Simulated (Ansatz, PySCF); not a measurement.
This Ansatz (an electronic-structure program) input computes a CAM-B3LYP/def2-TZVPD energy:

Ansatz 0.2 input:
```yaml
crystal:
  periodic: [false, false, false]
  atoms:
    - {symbol: C, position_ang: [1.52399082, 0.64641529, -0.00531841]}
    - {symbol: C, position_ang: [0.00641875, 0.75859448, 0.00504775]}
    - {symbol: S, position_ang: [-0.88739644, -0.80741437, 0.00020570]}
    - {symbol: H, position_ang: [-0.35075465, 1.31075033, 0.88086873]}
    - {symbol: H, position_ang: [-0.36177463, 1.32241875, -0.85869246]}
    - {symbol: H, position_ang: [1.98165574, 1.63922735, -0.00155821]}
    - {symbol: H, position_ang: [1.87896306, 0.10217541, 0.87023868]}
    - {symbol: H, position_ang: [1.86779611, 0.11399946, -0.89252405]}
basis:
  gaussian:
    orbitals: def2-TZVPD
hamiltonian:
  xc: {name: CAM-B3LYP}
magnetization: {spin_polarized: true, initial_magnetization: 1}
output: {forces: true}
```

Question: Write an input for the same energy in PySCF and say what it gives.

Answer: 
```python
from pyscf import gto, scf, dft

mol = gto.M(
    atom='''
    C     1.52399082    0.64641529   -0.00531841
    C     0.00641875    0.75859448    0.00504775
    S    -0.88739644   -0.80741437    0.00020570
    H    -0.35075465    1.31075033    0.88086873
    H    -0.36177463    1.32241875   -0.85869246
    H     1.98165574    1.63922735   -0.00155821
    H     1.87896306    0.10217541    0.87023868
    H     1.86779611    0.11399946   -0.89252405
    ''',
    basis='def2-tzvpd',
    charge=0,
    spin=1,
    verbose=4,
)

mf = dft.UKS(mol, xc='camb3lyp').density_fit(auxbasis='def2-universal-jkfit')
mf.grids.level = 3
mf.conv_tol = 1e-9
mf.max_cycle = 100
mf.max_memory = 1500
mf.kernel()
if not mf.converged:
    mf = mf.newton()
    mf.kernel(mf.make_rdm1())
for _ in range(2):
    mo, _, stable, _ = mf.stability(return_status=True)
    if stable:
        break
    mf.kernel(mf.make_rdm1(mo, mf.mo_occ))
mf.analyze()
```
It gives -477.37645 Eh, and Ansatz -477.37637 Eh, a difference of 0.08 mEh, from the treatment of integrals and grids.

It need not be the lowest isomer of its formula.
